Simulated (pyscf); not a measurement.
Optimised with ωB97X-D3(BJ)/def2-SVP in PySCF.

For the elementary gas-phase step H₂B–O–SnH₃ + H₂O → HO–SnH₃ + H₂B–OH (singlet surface; B–O, H–O broken, H–O, B–O formed), what barrier and reaction energy does ωB97M-D3(BJ)/def2-TZVP give, measured from the separated reactants?

ΔE‡ = 0.39 eV, ΔE = +0.05 eV. Zero-point energy shifts the barrier by +0.06 eV. It is a four-centre exchange, with an imaginary mode of 1274i cm⁻¹. On the reactant side the descent ends in a complex (not fully relaxed), 0.24 eV under the separated species and 0.63 eV under the saddle at ωB97X-D3(BJ)/def2-TZVP. On the product side the descent ends in an adduct with a B–O contact, 0.42 eV under the separated species and 0.72 eV under the saddle at ωB97X-D3(BJ)/def2-TZVP. What is counted as broken (B–O) persists as a longer contact in the product adduct; parting that adduct is a step of its own. One saddle was located; it need not be the lowest between these sides. Elements past Kr carry the def2 core potentials, without spin-orbit coupling.
